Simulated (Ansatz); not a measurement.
Consider the isomerisation: `C/N=C\CN` → `CNC(C)=N`.

Program: Ansatz. Geometries: PBE0-D4/def2-TZVP. ΔE: electronic, gas phase. CCSD(T)/CBS is the MP2 limit (def2-TZVPP, def2-QZVPP) plus CCSD(T) − MP2 in def2-TZVPP, frozen cores. Functionals use def2-TZVPP. B3LYP here is the variant with VWN-RPA as its local correlation; programs differ in this. Each species was taken in one conformer, which may not be the lowest.

`C/N=C\CN`:

Cartesian coordinates in Å:
```
C -0.883 1.867 -0.162
N -0.832 0.987 0.977
C -0.304 -0.154 0.879
C 0.352 -0.798 -0.318
N 1.003 -2.031 0.087
H -0.368 1.515 -1.064
H -1.932 2.044 -0.415
H -0.467 2.837 0.123
H -0.318 -0.788 1.770
H 1.020 -0.073 -0.808
H -0.425 -1.045 -1.051
H 1.787 -1.836 0.697
H 1.367 -2.526 -0.716
```

`CNC(C)=N`:

Cartesian coordinates in Å:
```
C 0.068 0.882 -1.753
N -0.393 -0.021 -0.731
C 0.262 -0.116 0.461
C -0.437 -0.976 1.478
N 1.377 0.486 0.620
H 0.023 1.929 -1.434
H 1.108 0.661 -1.996
H -0.542 0.749 -2.647
H -1.359 -0.292 -0.747
H 0.170 -1.079 2.376
H -0.637 -1.971 1.074
H -1.397 -0.533 1.763
H 1.758 0.282 1.537
```

```tsv
level	ΔE (kJ/mol)	difference from CCSD(T)/CBS
r2SCAN-D4	-94.2	-11.5
B3LYP-D4	-88.2	-5.5
ωB97X-V	-87.7	-5.0
ωB97M-V	-87.6	-4.9
B2PLYP	-86.9	-4.2
PBE	-88.5	-5.8
r2SCAN	-94.0	-11.3
PBE0	-89.6	-6.9
HF/def2-TZVPP	-84.9	-2.2
MP2/def2-TZVPP	-87.9	-5.2
SCS-MP2/def2-TZVPP	-82.7	0.0
CCSD/def2-TZVPP	-80.8	1.9
CCSD(T)/def2-TZVPP	-81.5	1.2
SCS-MP2/def2-QZVPP	-83.5	-0.8
MP2/CBS(def2)	-89.1	-6.4
CCSD/CBS(def2)	-82.0	0.7
CCSD(T)/CBS	-82.7	0
```

Largest T1 diagnostic among the species: 0.012.
